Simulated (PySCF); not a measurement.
## Redox energetics: methyl radical

System: methyl radical, `[CH3]` (CH3•, doublet). Optimised structure (Å), atoms numbered from 1:
```
C     0.0053    0.0024   -0.0114
H     1.0862   -0.1405   -0.0297
H    -0.6586   -0.8624    0.0126
H    -0.4117    1.0099   -0.0168
```

Level of theory: PBE0-D3(BJ)/ma-def2-TZVP single points in PySCF, grid level 2; every species was optimised with PBE0-D3(BJ)/ma-def2-SVP. Zero-point and thermal terms (298.15 K, 1 bar) come from unscaled PBE0-D3(BJ)/ma-def2-SVP harmonic frequencies, with soft modes damped to free rotors in the entropy.

Frontier levels of the parent: HOMO -6.82 eV, LUMO -1.60 eV.

Oxidation to the singlet cation:
- Vertical ionisation energy (electronic): 9.95 eV
- Adiabatic ionisation energy (with zero-point energy): 9.99 eV
- Adiabatic, electronic part: 9.95 eV
- Vertical gap at the product's structure: 9.93 eV
- Largest changes of atomic charge: C1 0.62, H (on C1) 0.13, H (on C1) 0.13, H (on C1) 0.13
- Distances that move most (Å): C1–H 1.090 → 1.104; C1–H 1.090 → 1.104; C1–H 1.090 → 1.104

Vertical ionisation energy to the triplet cation: 14.76 eV. This state was not relaxed.

Reduction to the singlet anion:
| Property | Result |
| --- | --- |
| Vertical electron affinity (electronic) | -0.20 eV |
| Adiabatic electron affinity (with zero-point energy) | -0.08 eV |
| Adiabatic, electronic part | -0.11 eV |
| Vertical gap at the product's structure | 0.25 eV |
| Largest changes of atomic charge | C1 -0.73, H (on C1) -0.09, H (on C1) -0.09, H (on C1) -0.09 |
| Distances that move most (Å) | C1–H 1.090 → 1.112; C1–H 1.090 → 1.112; C1–H 1.090 → 1.112 |

Vertical electron affinity to the triplet anion: -1.14 eV. The extra electron is not bound at this structure, the number hangs on the basis, and the ion was not relaxed.

Against the Active Thermochemical Tables (version 1.112): ionisation energy to the singlet cation 9.84 (computed 9.99, error 0.15) eV.

Measured values (NIST Chemistry WebBook, evaluated or the median of agreeing entries): adiabatic ionisation energy 9.84 eV (computed 9.99, difference 0.15); adiabatic electron affinity 0.08 eV (computed -0.08, difference -0.16).

Known limits: the gas-phase singlet anion comes out unbound at this level, so its gas-phase values hang on the basis; a negative vertical affinity means that the electron isn't bound at that structure, so the value and what is derived from it hang on the basis.

Run with `OMP_NUM_THREADS=1 python redox_run.py task.json out` on 1 thread of Arm Neoverse V2, a shared host. Structures, frequencies and single points: 18 s of wall time.
